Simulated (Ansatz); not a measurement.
Basis-set extrapolation for `C/C=C(\C)CC` (PBE0-D4/def2-TZVP geometry, frozen core, Ansatz 0.2.0). Multiplicity 1, RHF reference.

```json
{"": "HF", "def2-TZVPP": "-234.267518", "def2-QZVPP": "-234.278458"}
{"": "MP2 correlation", "def2-TZVPP": "-1.034980", "def2-QZVPP": "-1.099039"}
{"": "CCSD(T) correlation", "def2-TZVPP": "-1.142926", "def2-QZVPP": "not run"}
```

Energies in hartree. Use E(X) = E(∞) + A·exp(−7.88·√X) for Hartree–Fock and E(X) = E(∞) + B·X^(−2.97) for correlation, with X = 3 and 4, and add CCSD(T) minus MP2 of the smaller set to the MP2 limit.

Task: What is the CCSD(T) energy at the basis-set limit?

Result: HF limit: -234.278458 + (-0.010940) × 0.13774 = -234.27996. MP2 limit: -1.099039 + (-0.064059) × 0.74074 = -1.14649. Higher-order term: -1.142926 − (-1.034980) = -0.10795. Total: -235.53440 hartree, 325.4 kJ/mol below CCSD(T)/def2-TZVPP.
